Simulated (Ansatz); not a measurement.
The input, for Ansatz 0.2.0:

```yaml
crystal:
  periodic: [false, false, false]
  atoms:
    - {symbol: Mn, position_ang: [0.000000, 0.000000, 0.528764]}
    - {symbol: C, position_ang: [0.000000, 0.000000, -1.979236]}
    - {symbol: H, position_ang: [0.000000, 0.890458, -2.617841]}
    - {symbol: H, position_ang: [0.000000, -0.890458, -2.617841]}
basis:
  gaussian: {orbitals: def2-mTZVP}
magnetization: {spin_polarized: false, initial_magnetization: 5}
correlation: {active_space: {ras: {orbitals: [4, 5, 39], electrons: 13, max_holes: 2, max_particles: 2}, fixed_orbitals: true}}
scf: {lower_state_search: off}
output: {forces: true}
```

```sh
$ ansatz run in.yaml --threads 1 --pin off --events-out ev --progress --plain --max-ram 2393MiB
```

Output:

```
these checks for a lower state are left out or cut short: starts, cluster_reference, orbital_swaps, neighbouring_geometries, increment
599 factors; integrals over basis functions are off by at most 1.1e-3 eV
mean field evaluation 1: about -32341.0004 eV, gradient 2.5e1 eV
mean field evaluation 2: about -32341.0747 eV, gradient 2.5e1 eV
mean field evaluation 4: about -32343.8619 eV, gradient 6.9e0 eV
mean field evaluation 8: about -32344.6406 eV, gradient 1.4e0 eV
mean field evaluation 16: about -32344.7079 eV, gradient 4.6e-2 eV
mean field evaluation 32: about -32344.7115 eV, gradient 3.6e-1 eV
mean field evaluation 64: about -32344.7723 eV, gradient 1.3e0 eV
mean field -32345.00978396 eV, -1188.6571853255 hartree, gradient 4.7e-6 eV, S^2 8.750000; 3 other end points of the search recorded, 0 dependent functions left out
reference -32345.00978396 eV, -1188.6571853255 hartree; 19, 14 occupied and 39, 44 virtual orbitals, 599 factors
state -32351.75441949 eV, -1188.9050461096 hartree
the calculation of the forces begins
Total energy: -32351.75441949 eV, -1188.9050461096 hartree
Atom 0 at     0.000000     0.000000     0.528764 Å, force     0.000000    -0.000000    -3.183266 eV/Å
Atom 1 at     0.000000     0.000000    -1.979236 Å, force     0.000000     0.000000     1.918704 eV/Å
Atom 2 at     0.000000     0.890458    -2.617841 Å, force    -0.000000     0.055461     0.632281 eV/Å
Atom 3 at     0.000000    -0.890458    -2.617841 Å, force    -0.000000    -0.055461     0.632281 eV/Å
Dipole moment:    -0.000000     0.000000     0.734563 e Å
Checks for a lower state left out: starts, cluster_reference, orbital_swaps, neighbouring_geometries, increment
```

Forces (eV/Å):
```
Mn   0.000  0.000 -3.183
C    0.000  0.000  1.919
H    0.000  0.055  0.632
H    0.000 -0.055  0.632
```

Ran on 1 thread of Intel Xeon Platinum 8488C, shared host: 82 s wall, 0.31 GiB peak host memory.
